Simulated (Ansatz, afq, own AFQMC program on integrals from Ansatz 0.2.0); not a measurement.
Two steps: Ansatz 0.2.0 writes the Fock matrix and Cholesky factors of the valence space, and afq projects on them the lowest state that overlaps trial and start.

```yaml
crystal:
  periodic: [false, false, false]
  atoms:
    - {symbol: Ge, position_ang: [0.000000, 0.000000, 0.234821]}
    - {symbol: C, position_ang: [0.000000, 0.000000, -1.596582]}
    - {symbol: H, position_ang: [0.000000, 1.293054, 1.050973]}
    - {symbol: H, position_ang: [0.000000, -1.293054, 1.050973]}
basis:
  gaussian: {orbitals: cc-pVDZ}
magnetization: {spin_polarized: false}
correlation: {method: ccsd_t, electrons: outside_noble_gas, hamiltonian_folder: ham}
```

```sh
$ ansatz run in.yaml --threads 1 --pin off --events-out ev --progress --plain --max-ram 1382MiB
```

afq runs on the folder ham with

```
--method phaseless --trial cisd --walkers 160 --populations 1 --least-time 40 --time-step 0.005 --steps-per-block 10 --equilibration-blocks 60 --max-blocks 1200 --target-error 0.00076 --factor-cut 0.0001 --seed 1950 --taylor-order 6
```

Times are imaginary, in 1/Eh. The walk had a cap of 214 s. Filled inner d shells are frozen with the cores.

Log:

```
orbitals 36  electrons 5 5  factors 233 of 546
reference energy -2114.14925993 Eh
CCSD correlation -0.23629219 Eh in 13 cycles, weight of the determinant in the CISD state 0.8394
energy of the start -2114.385552 Eh
 block  time / (1/Eh)  mean weight  energy / Eh
     1     0.050  0.9997  -2114.384017
     2     0.100  1.0002  -2114.383016
     3     0.150  1.0010  -2114.382388
     4     0.200  0.9995  -2114.381877
     5     0.250  0.9999  -2114.381726
     7     0.350  1.0006  -2114.381911
     9     0.450  0.9990  -2114.382543
    21     1.050  0.9996  -2114.389083
    61     3.050  0.9990  -2114.393851
   101     5.050  0.9998  -2114.396467
   141     7.050  0.9992  -2114.395759
   181     9.050  0.9990  -2114.394113
   221    11.050  1.0006  -2114.394131
   261    13.050  0.9985  -2114.390039
   301    15.050  1.0006  -2114.393157
   341    17.050  1.0002  -2114.388332
   381    19.050  0.9988  -2114.394396
   421    21.050  0.9996  -2114.398586
   461    23.050  1.0010  -2114.397765
   501    25.050  1.0004  -2114.392877
   541    27.050  0.9998  -2114.394345
   581    29.050  1.0003  -2114.393319
   621    31.050  1.0010  -2114.391383
   661    33.050  0.9998  -2114.395211
   701    35.050  1.0005  -2114.397932
   741    37.050  1.0007  -2114.406119
   781    39.050  1.0011  -2114.391872
   821    41.050  1.0011  -2114.401530
blocks merged  error / Eh  count
     1  0.000127  765
     2  0.000172  382
     4  0.000233  191
     8  0.000301  95
    16  0.000374  47
    32  0.000421  23
    64  0.000443  11
energy -2114.395564 +/- 0.000421 Eh
(rows thinned)
```

The run passed its tests (sampling time, drift between the halves within three errors, error under three times the target), which doesn't prove that it has relaxed, ending at its cap on processor time. The second half of the sampling lies below the first by 2.5 errors of their difference, so the energy may still be moving and its error bar be too small.

Against this walk (error 11.5 meV) on the same determinant: CCSD(T) 5.6 meV lower (within the noise), CCSDT(Q) 70.8 meV lower, a separate phaseless walk with a CISD trial and standard settings 50.5 ± 21.2 meV lower. The error is statistical and leaves out the bias of the constraint. CCSDT(Q) is the surest value here, so the walk's 71 meV above it is most likely the bias of the constraint with this trial, which can have either sign, or comes from the drawn settings.

Cautions: constraint bias not in the error; no relativity below Rb; no spin-orbit coupling; inner d shell frozen; higher spins were not checked; restricted determinant unstable towards unrestricted (UHF 549 meV lower, ⟨S²⟩ 1.14); strong correlation (T1 0.024, weight of the determinant 0.84, largest double 0.17); the sampling time fell short of the least asked.

The walk took 3.6 min on 1 thread of Intel(R) Xeon(R) 6975P-C (Granite Rapids), on a shared host. The log's last line is the phaseless energy.

CCSDT and higher add their correlation energy to the determinant of the CCSD(T) run, since their own runs factorise the integrals more tightly (a shift of under 2 meV). A walk keeps the symmetry of its determinant, which the program's search chose and which needn't be the lowest solution, so a lower state of the same spin and another symmetry isn't excluded.
